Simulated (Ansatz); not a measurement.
`CC(C)C(C)(C)C` → `C[C](C)C`• + `C[CH]C`•  (homolysis of the C–C bond)

Calculated with Ansatz (gas phase, PBE0-D4/def2-TZVP geometries, no zero-point term in ΔE). CCSD(T)/CBS is the MP2 limit (def2-TZVPP, def2-QZVPP) plus CCSD(T) − MP2 in def2-TZVPP, frozen cores. DFT in def2-TZVPP. B3LYP here is the variant with VWN-RPA as its local correlation; programs differ in this. Open shells (•) are unrestricted, without spin–orbit coupling.

(1) What is ΔE at CCSD(T)/CBS? (Estimate.)

(2) What do these levels give: LDA (SPW92), BLYP-D4, PBE0-D4, B3LYP-D4, B2PLYP, PBE, r2SCAN, CCSD/def2-SVP, CCSD(T)/def2-SVP, HF/def2-TZVPP, SCS-MP2/def2-TZVPP, MP2/CBS(def2)? (Best estimate.)

Largest T1 diagnostic among the species: 0.011.

Answers

(1) The calculation gave: +371.7 kJ/mol.

(2) The calculation gave: LDA (SPW92) 403.5, BLYP-D4 315.4, PBE0-D4 334.6, B3LYP-D4 322.5, B2PLYP 327.1, PBE 309.7, r2SCAN 303.9, CCSD/def2-SVP 349.5, CCSD(T)/def2-SVP 363.2, HF/def2-TZVPP 205.9, SCS-MP2/def2-TZVPP 382.9, MP2/CBS(def2) 401.9 kJ/mol.

In def2-TZVPP, CCSD(T) changes the Hartree–Fock value by +160.8 kJ/mol (the triples alone add +16.9 kJ/mol) and MP2 by +190.9 kJ/mol; breaking electron pairs costs correlation energy, which Hartree–Fock lacks. At CCSD(T), def2-SVP lies −8.5 kJ/mol from the extrapolated value and def2-TZVPP −5.0 kJ/mol: correlation converges slowly with the basis, and small sets miss more of it in the bonded molecule than in its fragments. From BLYP to BHLYP (50 % exact exchange), in def2-TZVPP and without D4, ΔE moves by +25.3 kJ/mol.
